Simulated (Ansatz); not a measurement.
C8H18 can be A, `CCC(C)(C)C(C)C`, or B, `CCCCC(C)(C)C`.

Gas-phase electronic energies from Ansatz, PBE0-D4/def2-TZVP geometries. CCSD(T)/CBS adds triple-zeta CCSD(T) − MP2 to the extrapolated MP2 energy (def2 sets, frozen cores). DFT in def2-TZVPP. B3LYP here is the variant with VWN-RPA as its local correlation; programs differ in this. One conformer a species, not always the lowest.

(1) Which isomer does CCSD(T)/CBS put lower? Give the gap. (Best estimate.)

(2) Give E(B) − E(A) in kcal/mol with ωB97M-V, MP2/def2-TZVPP, PBE0-D4, B3LYP-D4, B2PLYP, B3LYP, CCSD(T)/def2-SVP. (Estimate.)

Largest T1 diagnostic: 0.009.

Results:

(1) Ansatz gave: B, by 1.5 kcal/mol.

(2) The calculation gave: ωB97M-V -1.5, MP2/def2-TZVPP -0.7, PBE0-D4 -2.1, B3LYP-D4 -2.2, B2PLYP -3.4, B3LYP -5.0, CCSD(T)/def2-SVP -1.8. None reverses the order clearly.

In def2-TZVPP, CCSD(T) changes the Hartree–Fock value by +5.2 kcal/mol (the triples alone add +0.8 kcal/mol) and MP2 by +5.8 kcal/mol. Leaving LDA and LC-ωPBE aside and taking each functional with its dispersion term where it has one, the values, not all of them listed here, spread over 2.1 kcal/mol, from B2PLYP to revPBE-D4. LDA lies +3.5 kcal/mol from PBE without D4.
